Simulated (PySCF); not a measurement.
Bonds broken one at a time in the series vinyl-X. Isolated molecules, 0 K electronic values unless said otherwise. One relaxed conformer stands for each flexible species; it need not be the lowest. Strings in code marks are SMILES.

All values below come from PBE-D3(BJ)/def2-TZVP // CAM-B3LYP-D3(BJ)/def2-TZVP (PySCF 2.14.0). 

```json
[
 {"species": "whole molecule (`C=C`)", "dipole moment (D)": "0.00"},
 {"species": "whole molecule (`C=CI`)", "dipole moment (D)": "1.22"},
 {"species": "whole molecule (`C=CN`)", "dipole moment (D)": "–"},
 {"species": "radical fragment (`C[N]C`)", "dipole moment (D)": "1.70"},
 {"species": "radical fragment (`[SiH3]`)", "dipole moment (D)": "___"},
 {"species": "whole molecule (`C#CC=C`)", "dipole moment (D)": "0.39"}
]
```

Question: What belongs in the gaps?

Answer: 
- radical fragment (`[SiH3]`), dipole moment (D): 0.03
